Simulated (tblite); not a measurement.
C₅H₇ (doublet state).
Cartesian coordinates in Å at the GFN2-xTB level; atoms count from 1:
```
atom  x, y, z in Å
C1    -2.8439    0.5620   -0.0052
C2    -1.8137   -0.0768    0.4637
C3    -0.4102    0.2294    0.1725
C4     0.6061   -0.4596    0.6806
C5     2.0419   -0.1718    0.4026
H6    -3.0445    1.3864   -0.6496
H7    -1.9547   -0.9191    1.1343
H8    -0.2334    1.0636   -0.4929
H9     0.4179   -1.2931    1.3456
H10    2.5671    0.0473    1.3324
H11    2.1498    0.6746   -0.2711
H12    2.5189   -1.0435   -0.0458
```

Computed geometry: GFN2-xTB, gas phase. This method treats the open shell by occupation alone, without spin polarisation.

Masses are those of the commonest isotopes; rigid-rotor values at the optimised geometry. The values belong to one conformer with, in the numbering `[H]/[C:1]=[CH:2]\[CH:3]=[CH:4]\[CH3:5]`, C1–C2–C3–C4 180°.

Problem. Give the principal moments of inertia and the rotational constants in MHz.

Solution. Ia = 16.88, Ib = 221.03, Ic = 234.78 u·Å²; 505379 MHz·u·Å²/I gives A = 29948, B = 2287, C = 2153 MHz.

Problem. What kind of rotor is it?

Solution. A near-prolate asymmetric top; Ray's κ = -0.990.

Problem. Is it planar, by Δ = Ic − Ia − Ib?

Solution. Not planar: Δ = Ic − Ia − Ib = -3.12 u·Å². For a rigid frame Δ = −2 Σ m c², so Σ m c² = 1.56 u·Å² lies off the ab plane, practically all of it from hydrogen. The atom farthest from that plane is 0.88 Å away.

Problem. Give the other two planar moments, Paa and Pbb, and the rms extents of the mass along the axes.

Solution. Paa = Σ m a² = (Ib + Ic − Ia)/2 = 219.47 and Pbb = Σ m b² = (Ia + Ic − Ib)/2 = 15.32 u·Å². With the mass M = 67.05 u, the rms extents √(P/M) along a, b and c are 1.81, 0.48, 0.15 Å.

Problem. Estimate the classical rotational partition function at 25 K, 100 K and 500 K.

Solution. Point group Cs, symmetry number σ = 1; q = (√π/σ)·√((kT/h)³/(ABC)), k/h = 20836.6 MHz/K: 1740 at 25 K, 13900 at 100 K, 155000 at 500 K.

For this open shell read J as N, the rotation without spin; fine and hyperfine splittings come on top. Its GFN2-xTB frequencies are all real (lowest 108 cm⁻¹). Zero-point vibration and centrifugal distortion are left out.
